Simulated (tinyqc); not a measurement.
Inside a calculation (part 1 of 2). Method: coupled-perturbed Hartree-Fock on RHF in the sto-3g basis, for H3O+, spin multiplicity 1. Computed by tinyqc, a small Python program that keeps every step (integrals from PySCF). Settings: charge = 1, multiplicity = 1, basis = sto-3g, method = RHF, energy threshold = 1e-10, iteration cap = 51, orthogonalisation = canonical, start = Wolfsberg-Helmholz matrix, DIIS depth = 6. Command: `OMP_NUM_THREADS=1 python tinyqc.py 28116 28117 out.jsonl` (the two numbers bound the seeds that draw the settings). One thread of a shared host (Intel(R) Xeon(R) Processor @ 2.60GHz), about 0.2 s of CPU time with the checks. The early iterations of the SCF are left out here.

## One-electron integrals

Geometry (angstrom):
```
atom,x,y,z
O,0.000000,0.000000,0.218000
H,1.025000,0.000000,0.000000
H,-0.512000,0.887000,0.000000
H,-0.512000,-0.887000,0.000000
```

Basis sto-3g: exponents (1/bohr^2) and contraction coefficients of normalised primitives:
```
element,l (shell),exponent,coefficient
O,s (1),130.709320,0.154329
O,s (1),23.808861,0.535328
O,s (1),6.443608,0.444635
O,s (2),5.033151,-0.099967
O,s (2),1.169596,0.399513
O,s (2),0.380389,0.700115
O,p (3),5.033151,0.155916
O,p (3),1.169596,0.607684
O,p (3),0.380389,0.391957
H,s (1),3.425251,0.154329
H,s (1),0.623914,0.535328
H,s (1),0.168855,0.444635
```

Overlap, kinetic and nuclear-attraction integrals over the contracted functions; the nuclear repulsion is the sum of Za Zb / Rab.

nuclear repulsion = 13.02041551 hartree

overlap S:
```
,1O 1s,1O 2s,1O 2px,1O 2py,1O 2pz,2H 1s,3H 1s,4H 1s
1O 1s,1.000000,0.236704,0.000000,0.000000,0.000000,0.043483,0.043568,0.043568
1O 2s,0.236704,1.000000,0.000000,0.000000,0.000000,0.417248,0.417748,0.417748
1O 2px,0.000000,0.000000,1.000000,0.000000,0.000000,0.352559,-0.176395,-0.176395
1O 2py,0.000000,0.000000,0.000000,1.000000,0.000000,0.000000,0.305591,-0.305591
1O 2pz,0.000000,0.000000,0.000000,0.000000,1.000000,-0.074983,-0.075106,-0.075106
2H 1s,0.043483,0.417248,0.352559,0.000000,-0.074983,1.000000,0.170682,0.170682
3H 1s,0.043568,0.417748,-0.176395,0.305591,-0.075106,0.170682,1.000000,0.170835
4H 1s,0.043568,0.417748,-0.176395,-0.305591,-0.075106,0.170682,0.170835,1.000000
```

kinetic energy T (hartree):
```
,1O 1s,1O 2s,1O 2px,1O 2py,1O 2pz,2H 1s,3H 1s,4H 1s
1O 1s,29.003200,-0.168011,0.000000,0.000000,0.000000,-0.007148,-0.007120,-0.007120
1O 2s,-0.168011,0.808128,0.000000,0.000000,0.000000,0.089352,0.089668,0.089668
1O 2px,0.000000,0.000000,2.528731,0.000000,0.000000,0.214536,-0.107511,-0.107511
1O 2py,0.000000,0.000000,0.000000,2.528731,0.000000,0.000000,0.186254,-0.186254
1O 2pz,0.000000,0.000000,0.000000,0.000000,2.528731,-0.045628,-0.045776,-0.045776
2H 1s,-0.007148,0.089352,0.214536,0.000000,-0.045628,0.760032,-0.005398,-0.005398
3H 1s,-0.007120,0.089668,-0.107511,0.186254,-0.045776,-0.005398,0.760032,-0.005379
4H 1s,-0.007120,0.089668,-0.107511,-0.186254,-0.045776,-0.005398,-0.005379,0.760032
```

nuclear attraction V (hartree):
```
,1O 1s,1O 2s,1O 2px,1O 2py,1O 2pz,2H 1s,3H 1s,4H 1s
1O 1s,-62.134170,-7.541855,0.000017,0.000000,0.008096,-1.420160,-1.422970,-1.422970
1O 2s,-7.541855,-10.556428,0.000179,0.000000,0.097849,-3.442360,-3.447332,-3.447332
1O 2px,0.000017,0.000179,-10.526717,0.000000,-0.000051,-2.580369,1.291479,1.291479
1O 2py,0.000000,0.000000,0.000000,-10.526924,0.000000,0.000000,-2.237335,2.237335
1O 2pz,0.008096,0.097849,-0.000051,0.000000,-10.394471,0.574472,0.575575,0.575575
2H 1s,-1.420160,-3.442360,-2.580369,0.000000,0.574472,-5.759294,-1.113375,-1.113375
3H 1s,-1.422970,-3.447332,1.291479,-2.237335,0.575575,-1.113375,-5.762132,-1.114631
4H 1s,-1.422970,-3.447332,1.291479,2.237335,0.575575,-1.113375,-1.114631,-5.762132
```

core Hamiltonian H = T + V (hartree):
```
,1O 1s,1O 2s,1O 2px,1O 2py,1O 2pz,2H 1s,3H 1s,4H 1s
1O 1s,-33.130970,-7.709866,0.000017,0.000000,0.008096,-1.427308,-1.430091,-1.430091
1O 2s,-7.709866,-9.748300,0.000179,0.000000,0.097849,-3.353009,-3.357664,-3.357664
1O 2px,0.000017,0.000179,-7.997986,0.000000,-0.000051,-2.365834,1.183968,1.183968
1O 2py,0.000000,0.000000,0.000000,-7.998193,0.000000,0.000000,-2.051082,2.051082
1O 2pz,0.008096,0.097849,-0.000051,0.000000,-7.865740,0.528844,0.529799,0.529799
2H 1s,-1.427308,-3.353009,-2.365834,0.000000,0.528844,-4.999263,-1.118772,-1.118772
3H 1s,-1.430091,-3.357664,1.183968,-2.051082,0.529799,-1.118772,-5.002100,-1.120010
4H 1s,-1.430091,-3.357664,1.183968,2.051082,0.529799,-1.118772,-1.120010,-5.002100
```

## Two-electron integrals

Functions are numbered as in S; the eight-fold symmetry (ij|kl) = (ji|kl) = (kl|ij) leaves the list below.

Two-electron integrals (ij|kl) in chemists' order, unique and non-zero (hartree):
```
i,j,k,l,(ij|kl)
1,1,1,1,4.785065
2,1,1,1,0.741380
2,1,2,1,0.136873
2,2,1,1,1.118947
2,2,2,1,0.256633
2,2,2,2,0.817206
3,1,3,1,0.024477
3,2,3,1,0.037809
3,2,3,2,0.180518
3,3,1,1,1.115814
3,3,2,1,0.256684
3,3,2,2,0.817023
3,3,3,3,0.880159
4,1,4,1,0.024477
4,2,4,1,0.037809
4,2,4,2,0.180518
4,3,4,3,0.047444
4,4,1,1,1.115814
4,4,2,1,0.256684
4,4,2,2,0.817023
4,4,3,3,0.785270
4,4,4,4,0.880159
5,1,5,1,0.024477
5,2,5,1,0.037809
5,2,5,2,0.180518
5,3,5,3,0.047444
5,4,5,4,0.047444
5,5,1,1,1.115814
5,5,2,1,0.256684
5,5,2,2,0.817023
5,5,3,3,0.785270
5,5,4,4,0.785270
5,5,5,5,0.880159
6,1,1,1,0.138047
6,1,2,1,0.025279
6,1,2,2,0.047120
6,1,3,1,0.001141
6,1,3,2,0.002140
6,1,3,3,0.047299
6,1,4,4,0.047029
6,1,5,1,-0.000243
6,1,5,2,-0.000455
6,1,5,3,-0.000057
6,1,5,5,0.047041
6,1,6,1,0.004730
6,2,1,1,0.344188
6,2,2,1,0.079967
6,2,2,2,0.282937
6,2,3,1,0.005881
6,2,3,2,0.045394
6,2,3,3,0.291792
6,2,4,4,0.278063
6,2,5,1,-0.001251
6,2,5,2,-0.009655
6,2,5,3,-0.002920
6,2,5,5,0.278684
6,2,6,1,0.015068
6,2,6,2,0.122454
6,3,1,1,0.245937
6,3,2,1,0.057866
6,3,2,2,0.218595
6,3,3,1,0.011987
6,3,3,2,0.081590
6,3,3,3,0.237615
6,3,4,4,0.208733
6,3,5,1,-0.000792
6,3,5,2,-0.007041
6,3,5,3,-0.004150
6,3,5,5,0.209192
6,3,6,1,0.011373
6,3,6,2,0.114931
6,3,6,3,0.123840
6,4,4,1,0.008265
6,4,4,2,0.048486
6,4,4,3,0.009370
6,4,5,4,-0.001993
6,4,6,4,0.017222
6,5,1,1,-0.052307
6,5,2,1,-0.012307
6,5,2,2,-0.046492
6,5,3,1,-0.000792
6,5,3,2,-0.007041
6,5,3,3,-0.046551
6,5,4,4,-0.044394
6,5,5,1,0.008434
6,5,5,2,0.049983
6,5,5,3,0.009829
6,5,5,5,-0.048477
6,5,6,1,-0.002419
6,5,6,2,-0.024444
6,5,6,3,-0.022676
6,5,6,5,0.022044
6,6,1,1,0.491640
6,6,2,1,0.116077
6,6,2,2,0.471736
6,6,3,1,0.010821
6,6,3,2,0.115952
6,6,3,3,0.506518
6,6,4,4,0.452835
6,6,5,1,-0.002302
6,6,5,2,-0.024661
6,6,5,3,-0.011417
6,6,5,5,0.455263
6,6,6,1,0.022054
6,6,6,2,0.259828
6,6,6,3,0.278314
6,6,6,5,-0.059193
6,6,6,6,0.774606
7,1,1,1,0.138319
7,1,2,1,0.025329
7,1,2,2,0.047213
7,1,3,1,-0.000572
7,1,3,2,-0.001072
7,1,3,3,0.047188
7,1,4,1,0.000990
7,1,4,2,0.001857
7,1,4,3,-0.000117
7,1,4,4,0.047324
7,1,5,1,-0.000243
7,1,5,2,-0.000456
7,1,5,3,0.000029
7,1,5,4,-0.000050
7,1,5,5,0.047133
7,1,6,1,0.004654
7,1,6,2,0.014552
7,1,6,3,0.010301
7,1,6,4,0.000401
7,1,6,5,-0.002339
7,1,6,6,0.021055
7,1,7,1,0.004748
7,2,1,1,0.344691
7,2,2,1,0.080083
7,2,2,2,0.283328
7,2,3,1,-0.002944
7,2,3,2,-0.022720
7,2,3,3,0.281882
7,2,4,1,0.005101
7,2,4,2,0.039361
7,2,4,3,-0.005951
7,2,4,4,0.288757
7,2,5,1,-0.001254
7,2,5,2,-0.009674
7,2,5,3,0.001462
7,2,5,4,-0.002534
7,2,5,5,0.279070
7,2,6,1,0.014544
7,2,6,2,0.096182
7,2,6,3,0.069020
7,2,6,4,0.010678
7,2,6,5,-0.018614
7,2,6,6,0.163768
7,2,7,1,0.015119
7,2,7,2,0.122767
7,3,1,1,-0.123088
7,3,2,1,-0.028961
7,3,2,2,-0.109396
7,3,3,1,0.009210
7,3,3,2,0.056842
7,3,3,3,-0.115109
7,3,4,1,-0.001613
7,3,4,2,-0.014346
7,3,4,3,0.010323
7,3,4,4,-0.108266
7,3,5,1,0.000396
7,3,5,2,0.003526
7,3,5,3,-0.002537
7,3,5,4,0.000935
7,3,5,5,-0.104690
7,3,6,1,-0.004798
7,3,6,2,-0.025240
7,3,6,3,-0.005654
7,3,6,4,-0.002174
7,3,6,5,0.004763
7,3,6,6,-0.032158
7,3,7,1,-0.005703
7,3,7,2,-0.057585
7,3,7,3,0.043967
7,4,1,1,0.213241
7,4,2,1,0.050173
7,4,2,2,0.189520
7,4,3,1,-0.001613
7,4,3,2,-0.014346
7,4,3,3,0.183165
7,4,4,1,0.011074
7,4,4,2,0.073415
7,4,4,3,-0.008497
7,4,4,4,0.203814
7,4,5,1,-0.000687
7,4,5,2,-0.006108
7,4,5,3,0.000935
7,4,5,4,-0.003618
7,4,5,5,0.181366
7,4,6,1,0.009114
7,4,6,2,0.065093
7,4,6,3,0.046326
7,4,6,4,0.019825
7,4,6,5,-0.012378
7,4,6,6,0.112236
7,4,7,1,0.009881
7,4,7,2,0.099761
7,4,7,3,-0.046251
7,4,7,4,0.097396
7,5,1,1,-0.052409
7,5,2,1,-0.012331
7,5,2,2,-0.046579
7,5,3,1,0.000396
7,5,3,2,0.003526
7,5,3,3,-0.045017
7,5,4,1,-0.000687
7,5,4,2,-0.006108
7,5,4,3,0.000935
7,5,4,4,-0.046097
7,5,5,1,0.008448
7,5,5,2,0.050062
7,5,5,3,-0.004921
7,5,5,4,0.008524
7,5,5,5,-0.048569
7,5,6,1,-0.002338
7,5,6,2,-0.018621
7,5,6,3,-0.013111
7,5,6,4,-0.002063
7,5,6,5,0.016521
7,5,6,6,-0.034524
7,5,7,1,-0.002428
7,5,7,2,-0.024518
7,5,7,3,0.011367
7,5,7,4,-0.019693
7,5,7,5,0.022110
7,6,1,1,0.106451
7,6,2,1,0.024929
7,6,2,2,0.094901
7,6,3,1,0.000739
7,6,3,2,0.006661
7,6,3,3,0.095355
7,6,4,1,0.001279
7,6,4,2,0.011525
7,6,4,3,0.000361
7,6,4,4,0.095769
7,6,5,1,-0.000628
7,6,5,2,-0.005664
7,6,5,3,-0.000650
7,6,5,4,-0.001126
7,6,5,5,0.093476
7,6,6,1,0.004633
7,6,6,2,0.039567
7,6,6,3,0.034679
7,6,6,4,0.004105
7,6,6,5,-0.008889
7,6,6,6,0.084848
7,6,7,1,0.004642
7,6,7,2,0.039612
7,6,7,3,-0.013787
7,6,7,4,0.032111
7,6,7,5,-0.008902
7,6,7,6,0.015627
7,7,1,1,0.491981
7,7,2,1,0.116157
7,7,2,2,0.472010
7,7,3,1,-0.005416
7,7,3,2,-0.058009
7,7,3,3,0.466520
7,7,4,1,0.009382
7,7,4,2,0.100496
7,7,4,3,-0.023260
7,7,4,4,0.493390
7,7,5,1,-0.002306
7,7,5,2,-0.024699
7,7,5,3,0.005717
7,7,5,4,-0.009904
7,7,5,5,0.455528
7,7,6,1,0.021029
7,7,6,2,0.163633
7,7,6,3,0.113229
7,7,6,4,0.028233
7,7,6,5,-0.034487
7,7,6,6,0.295912
7,7,7,1,0.022113
7,7,7,2,0.260225
7,7,7,3,-0.139303
7,7,7,4,0.241331
7,7,7,5,-0.059313
7,7,7,6,0.084848
7,7,7,7,0.774606
8,1,1,1,0.138319
8,1,2,1,0.025329
8,1,2,2,0.047213
8,1,3,1,-0.000572
8,1,3,2,-0.001072
8,1,3,3,0.047188
8,1,4,1,-0.000990
8,1,4,2,-0.001857
8,1,4,3,0.000117
8,1,4,4,0.047324
8,1,5,1,-0.000243
8,1,5,2,-0.000456
8,1,5,3,0.000029
8,1,5,4,0.000050
8,1,5,5,0.047133
8,1,6,1,0.004654
8,1,6,2,0.014552
8,1,6,3,0.010301
8,1,6,4,-0.000401
8,1,6,5,-0.002339
8,1,6,6,0.021055
8,1,7,1,0.004663
8,1,7,2,0.014573
8,1,7,3,-0.005503
8,1,7,4,0.008731
8,1,7,5,-0.002343
8,1,7,6,0.004507
8,1,7,7,0.021069
8,1,8,1,0.004748
8,2,1,1,0.344691
8,2,2,1,0.080083
8,2,2,2,0.283328
8,2,3,1,-0.002944
8,2,3,2,-0.022720
8,2,3,3,0.281882
8,2,4,1,-0.005101
8,2,4,2,-0.039361
8,2,4,3,0.005951
8,2,4,4,0.288757
8,2,5,1,-0.001254
8,2,5,2,-0.009674
8,2,5,3,0.001462
8,2,5,4,0.002534
8,2,5,5,0.279070
8,2,6,1,0.014544
8,2,6,2,0.096182
8,2,6,3,0.069020
8,2,6,4,-0.010678
8,2,6,5,-0.018614
8,2,6,6,0.163768
8,2,7,1,0.014573
8,2,7,2,0.096311
8,2,7,3,-0.043796
8,2,7,4,0.054487
8,2,7,5,-0.018647
8,2,7,6,0.031902
8,2,7,7,0.163843
8,2,8,1,0.015119
8,2,8,2,0.122767
8,3,1,1,-0.123088
8,3,2,1,-0.028961
8,3,2,2,-0.109396
8,3,3,1,0.009210
8,3,3,2,0.056842
8,3,3,3,-0.115109
8,3,4,1,0.001613
8,3,4,2,0.014346
8,3,4,3,-0.010323
8,3,4,4,-0.108266
8,3,5,1,0.000396
8,3,5,2,0.003526
8,3,5,3,-0.002537
8,3,5,4,-0.000935
8,3,5,5,-0.104690
8,3,6,1,-0.004798
8,3,6,2,-0.025240
8,3,6,3,-0.005654
8,3,6,4,0.002174
8,3,6,5,0.004763
8,3,6,6,-0.032158
8,3,7,1,-0.005503
8,3,7,2,-0.043796
8,3,7,3,0.032603
8,3,7,4,-0.024270
8,3,7,5,0.008350
8,3,7,6,-0.010864
8,3,7,7,-0.081132
8,3,8,1,-0.005703
8,3,8,2,-0.057585
8,3,8,3,0.043967
8,4,1,1,-0.213241
8,4,2,1,-0.050173
8,4,2,2,-0.189520
8,4,3,1,0.001613
8,4,3,2,0.014346
8,4,3,3,-0.183165
8,4,4,1,0.011074
8,4,4,2,0.073415
8,4,4,3,-0.008497
8,4,4,4,-0.203814
8,4,5,1,0.000687
8,4,5,2,0.006108
8,4,5,3,-0.000935
8,4,5,4,-0.003618
8,4,5,5,-0.181366
8,4,6,1,-0.009114
8,4,6,2,-0.065093
8,4,6,3,-0.046326
8,4,6,4,0.019825
8,4,6,5,0.012378
8,4,6,6,-0.112236
8,4,7,1,-0.008731
8,4,7,2,-0.054487
8,4,7,3,0.024270
8,4,7,4,-0.018418
8,4,7,5,0.010334
8,4,7,6,-0.018825
8,4,7,7,-0.084012
8,4,8,1,-0.009881
8,4,8,2,-0.099761
8,4,8,3,0.046251
8,4,8,4,0.097396
8,5,1,1,-0.052409
8,5,2,1,-0.012331
8,5,2,2,-0.046579
8,5,3,1,0.000396
8,5,3,2,0.003526
8,5,3,3,-0.045017
8,5,4,1,0.000687
8,5,4,2,0.006108
8,5,4,3,-0.000935
8,5,4,4,-0.046097
8,5,5,1,0.008448
8,5,5,2,0.050062
8,5,5,3,-0.004921
8,5,5,4,-0.008524
8,5,5,5,-0.048569
8,5,6,1,-0.002338
8,5,6,2,-0.018621
8,5,6,3,-0.013111
8,5,6,4,0.002063
8,5,6,5,0.016521
8,5,6,6,-0.034524
8,5,7,1,-0.002343
8,5,7,2,-0.018647
8,5,7,3,0.008350
8,5,7,4,-0.010334
8,5,7,5,0.016547
8,5,7,6,-0.006934
8,5,7,7,-0.034544
8,5,8,1,-0.002428
8,5,8,2,-0.024518
8,5,8,3,0.011367
8,5,8,4,0.019693
8,5,8,5,0.022110
8,6,1,1,0.106451
8,6,2,1,0.024929
8,6,2,2,0.094901
8,6,3,1,0.000739
8,6,3,2,0.006661
8,6,3,3,0.095355
8,6,4,1,-0.001279
8,6,4,2,-0.011525
8,6,4,3,-0.000361
8,6,4,4,0.095769
8,6,5,1,-0.000628
8,6,5,2,-0.005664
8,6,5,3,-0.000650
8,6,5,4,0.001126
8,6,5,5,0.093476
8,6,6,1,0.004633
8,6,6,2,0.039567
8,6,6,3,0.034679
8,6,6,4,-0.004105
8,6,6,5,-0.008889
8,6,6,6,0.084848
8,6,7,1,0.004507
8,6,7,2,0.031902
8,6,7,3,-0.010864
8,6,7,4,0.018825
8,6,7,5,-0.006934
8,6,7,6,0.012728
8,6,7,7,0.055607
8,6,8,1,0.004642
8,6,8,2,0.039612
8,6,8,3,-0.013787
8,6,8,4,-0.032111
8,6,8,5,-0.008902
8,6,8,6,0.015627
8,7,1,1,0.106575
8,7,2,1,0.024958
8,7,2,2,0.095005
8,7,3,1,-0.001478
8,7,3,2,-0.013322
8,7,3,3,0.096082
8,7,4,4,0.095251
8,7,5,1,-0.000629
8,7,5,2,-0.005672
8,7,5,3,0.001301
8,7,5,5,0.093579
8,7,6,1,0.004504
8,7,6,2,0.031894
8,7,6,3,0.021739
8,7,6,5,-0.006930
8,7,6,6,0.055643
8,7,7,1,0.004647
8,7,7,2,0.039654
8,7,7,3,-0.020931
8,7,7,4,0.028031
8,7,7,5,-0.008912
8,7,7,6,0.012739
8,7,7,7,0.084937
8,7,8,1,0.004647
8,7,8,2,0.039654
8,7,8,3,-0.020931
8,7,8,4,-0.028031
8,7,8,5,-0.008912
8,7,8,6,0.012739
8,7,8,7,0.015657
8,8,1,1,0.491981
8,8,2,1,0.116157
8,8,2,2,0.472010
8,8,3,1,-0.005416
8,8,3,2,-0.058009
8,8,3,3,0.466520
8,8,4,1,-0.009382
8,8,4,2,-0.100496
8,8,4,3,0.023260
8,8,4,4,0.493390
8,8,5,1,-0.002306
8,8,5,2,-0.024699
8,8,5,3,0.005717
8,8,5,4,0.009904
8,8,5,5,0.455528
8,8,6,1,0.021029
8,8,6,2,0.163633
8,8,6,3,0.113229
8,8,6,4,-0.028233
8,8,6,5,-0.034487
8,8,6,6,0.295912
8,8,7,1,0.021069
8,8,7,2,0.163843
8,8,7,3,-0.081132
8,8,7,4,0.084012
8,8,7,5,-0.034544
8,8,7,6,0.055607
8,8,7,7,0.296004
8,8,8,1,0.022113
8,8,8,2,0.260225
8,8,8,3,-0.139303
8,8,8,4,-0.241331
8,8,8,5,-0.059313
8,8,8,6,0.084848
8,8,8,7,0.084937
8,8,8,8,0.774606
```

## Orthogonalisation

S = U s U^T; canonical form X = U s^(-1/2), so that X^T S X = 1. Each column of U has its largest component positive (the first on a tie).

eigenvalues of S: 0.384912  0.474051  0.474450  0.953584  1.034245  1.354919  1.355113  1.968724

X:
```
,1,2,3,4,5,6,7,8
1O 1s,-0.363418,0.000000,-0.001190,0.738708,0.610289,0.000090,0.000000,0.148806
1O 2s,1.243342,0.000000,0.003111,-0.069249,0.149669,0.000178,0.000000,0.437728
1O 2px,-0.002801,0.000000,0.921745,0.000142,0.000010,0.663733,0.000000,-0.000200
1O 2py,0.000000,0.922078,0.000000,0.000000,0.000000,0.000000,0.663713,0.000000
1O 2pz,-0.198364,0.000000,-0.000406,-0.664735,0.731385,0.000020,0.000000,-0.072150
2H 1s,-0.538783,0.000000,-0.917260,-0.137084,-0.111270,0.445565,0.000000,0.310140
3H 1s,-0.543313,-0.793489,0.456461,-0.136976,-0.111198,-0.222466,0.385636,0.310485
4H 1s,-0.543313,0.793489,0.456461,-0.136976,-0.111198,-0.222466,-0.385636,0.310485
```

## Iteration 8 (converged): orbitals

converged F (hartree):
```
,1O 1s,1O 2s,1O 2px,1O 2py,1O 2pz,2H 1s,3H 1s,4H 1s
1O 1s,-20.811770,-5.297166,0.000015,0.000000,0.013881,-0.988256,-0.990170,-0.990170
1O 2s,-5.297166,-2.928666,0.000185,0.000000,0.063654,-1.064210,-1.065627,-1.065627
1O 2px,0.000015,0.000185,-0.838305,0.000000,-0.000053,-0.603104,0.301731,0.301731
1O 2py,0.000000,0.000000,0.000000,-0.838563,0.000000,0.000000,-0.522680,0.522680
1O 2pz,0.013881,0.063654,-0.000053,0.000000,-0.866425,0.155735,0.155952,0.155952
2H 1s,-0.988256,-1.064210,-0.603104,0.000000,0.155735,-0.782858,-0.318018,-0.318018
3H 1s,-0.990170,-1.065627,0.301731,-0.522680,0.155952,-0.318018,-0.783797,-0.318409
4H 1s,-0.990170,-1.065627,0.301731,0.522680,0.155952,-0.318018,-0.318409,-0.783797
```

Diagonalise F' = X^T F X, C = X C', fill 5 alpha and 5 beta electrons from the bottom; D = 2 C_occ C_occ^T. Each column has its largest component positive (the first on a tie).

F' = X^T F X (hartree):
```
,1,2,3,4,5,6,7,8
1,-0.566120,0.000000,-0.003144,2.005768,1.646767,0.000224,0.000000,0.175122
2,0.000000,0.230685,0.000000,0.000000,0.000000,0.000000,-0.049559,0.000000
3,-0.003144,0.000000,0.230022,0.008155,0.006871,-0.049639,0.000000,0.001521
4,2.005768,0.000000,0.008155,-10.673989,-8.844529,-0.001764,0.000000,-4.189591
5,1.646767,0.000000,0.006871,-8.844529,-8.841239,-0.001605,0.000000,-3.797737
6,0.000224,0.000000,-0.049639,-0.001764,-0.001605,-1.042666,0.000000,-0.000659
7,0.000000,-0.049559,0.000000,0.000000,0.000000,0.000000,-1.042944,0.000000
8,0.175122,0.000000,0.001521,-4.189591,-3.797737,-0.000659,0.000000,-3.294608
```

orbital energies (hartree): MO1 -20.820424, MO2 -1.719277, MO3 -1.044870, MO4 -1.044599, MO5 -0.873465, MO6 0.037197, MO7 0.231968, MO8 0.232611

coefficients C:
```
,MO1,MO2,MO3,MO4,MO5,MO6,MO7,MO8
1O 1s,0.994140,-0.240573,0.000000,-0.000081,-0.042113,-0.156194,-0.000346,0.000000
1O 2s,0.026333,0.883049,0.000000,0.000443,0.207934,0.970052,0.002434,0.000000
1O 2px,-0.000005,-0.000181,0.000000,0.699099,-0.000215,0.001527,-0.895221,0.000000
1O 2py,0.000000,0.000000,0.699012,0.000000,0.000000,0.000000,0.000000,0.895615
1O 2pz,-0.001740,-0.071408,0.000000,0.000204,0.971353,-0.269670,-0.000656,0.000000
2H 1s,-0.004552,0.099678,0.000000,0.409422,-0.072005,-0.638570,0.931128,0.000000
3H 1s,-0.004560,0.099858,0.354539,-0.204644,-0.071894,-0.636332,-0.467554,-0.807862
4H 1s,-0.004560,0.099858,-0.354539,-0.204644,-0.071894,-0.636332,-0.467554,0.807862
```

D after iteration 8:
```
,1O 1s,1O 2s,1O 2px,1O 2py,1O 2pz,2H 1s,3H 1s,4H 1s
1O 1s,2.095927,-0.390031,-0.000017,0.000000,-0.050914,-0.051012,-0.051025,-0.051025
1O 2s,-0.390031,1.647410,0.000210,0.000000,0.277749,0.146219,0.146040,0.146040
1O 2px,-0.000017,0.000210,0.977480,0.000000,-0.000107,0.572449,-0.286139,-0.286139
1O 2py,0.000000,0.000000,0.000000,0.977234,0.000000,0.000000,0.495654,-0.495654
1O 2pz,-0.050914,0.277749,-0.000107,0.000000,1.897258,-0.153937,-0.153998,-0.153998
2H 1s,-0.051012,0.146219,0.572449,0.000000,-0.153937,0.365535,-0.137270,-0.137270
3H 1s,-0.051025,0.146040,-0.286139,0.495654,-0.153998,-0.137270,0.365477,-0.137315
4H 1s,-0.051025,0.146040,-0.286139,-0.495654,-0.153998,-0.137270,-0.137315,0.365477
```

## Convergence

Stop when the energy changes by less than 1e-10 hartree and every element of the error matrix X^T (F D S - S D F) X is below 3e-06.

Course of the cycle:
```
iteration,E (hartree),change,largest element of the error matrix
1,-75.09847319,-,6.67e-01
2,-75.30542948,-2.07e-01,1.59e-01
3,-75.31888145,-1.35e-02,2.04e-02
4,-75.31961548,-7.34e-04,5.38e-03
5,-75.31965170,-3.62e-05,1.35e-03
6,-75.31965547,-3.77e-06,1.90e-05
7,-75.31965547,-4.74e-10,2.10e-07
8,-75.31965547,-5.68e-14,5.38e-08
```

PySCF RHF in the same basis = -75.31965547 hartree

Converged in 8 iterations.
